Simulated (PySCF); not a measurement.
## Static response to an electric field

C₄H₆O₂.
Geometry (GFN2-xTB, Å), atoms numbered from 1 in this order:
```xyz
12
C4H6O2 angstrom
C      2.4717   -0.3557    0.1806
C      1.2219   -0.7574    0.0022
C      0.0934    0.1944    0.0851
O      0.1842    1.3751    0.3102
O     -1.0755   -0.4326   -0.1249
C     -2.2384    0.3785   -0.0695
H      2.6818    0.6807    0.3905
H      3.3086   -1.0305    0.1246
H      0.9533   -1.7808   -0.2105
H     -2.3320    0.8415    0.9150
H     -2.1876    1.1677   -0.8227
H     -3.0801   -0.2814   -0.2626
```

Level: CAM-B3LYP/def2-SVPD (PySCF), static field, nuclei fixed, core orbitals frozen in the response. The polarisability tensor in these axes (au):

```
x   78.12 -1.71  2.84
y   -1.71 52.35  2.20
z    2.84  2.20 40.34
```

**Question.** Diagonalise the tensor; give its mean and Δα, where Δα² is half the sum of the squared differences of the eigenvalues.

**Answer.** Principal values 39.70, 52.69 and 78.43 au; mean 56.94 au = 8.44 Å³ = 9.39 × 10⁻⁴⁰ C²·m²/J; Δα = 34.14 au (60 % of the mean).

**Question.** What is the dipole moment, and where does it point?

**Answer.** (-0.33, -1.59, -0.32) D, 1.65 D in size, pointing from the negative to the positive side. Measured along this direction, the outermost atoms are O4 at the negative end and H9 at the positive end.

**Question.** Directions of the eigenvectors, and the extent of the frame along each?

**Answer.** Largest value along (1.00, -0.06, 0.07), where the nuclei span 6.43 Å; middle along (0.05, 0.98, 0.19), 3.16 Å; least along (-0.08, -0.18, 0.98), 1.77 Å. The response follows the extents in order.

**Question.** What would n − 1 = 2πNα be for an ideal gas of these molecules at 500 K and 1 atm, electronic part alone?

**Answer.** N = p/kT = 1.4678 × 10¹⁹ cm⁻³, so n − 1 = 2π × N × 8.44 × 10⁻²⁴ cm³ = 778 × 10⁻⁶ at long wavelengths, for an ideal gas.

**Question.** What molar refraction does this α imply?

**Answer.** Lorentz–Lorenz: R = (4π/3)N_A α = 2.5225 cm³/(mol·Å³) × 8.44 Å³ = 21.3 cm³/mol, in the limit of long wavelengths.

Geometry: GFN2-xTB, one conformer, isolated molecule.
